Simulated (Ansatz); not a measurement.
Stepwise substitution at one centre (Al H-F). Gas-phase values, no solvent. Strings in code marks are SMILES.

Quantity: redistribution energy (mixed species minus the weighted end members), in kcal/mol.

Case: 2 of 3 H replaced by F: `[F][AlH][F]`. The other species in the difference include `[AlH3]` (neutral, multiplicity 1). Geometry of `[F][AlH][F]` (neutral, multiplicity 1, Å):

```xyz
4

F     -1.3365    -0.9129    -0.0416
Al    -0.0027     0.0355     0.0000
F      1.4574    -0.7038     0.0450
H     -0.1183     1.5813    -0.0034
```

### Question
What is the computed redistribution energy (mixed species minus the weighted end members) (frozen-core CCSD(T)/cc-pVQZ // CAM-B3LYP-D3(BJ)/def2-TZVP (Ansatz, a program for electronic structure))?

### Answer
-3.38 kcal/mol.
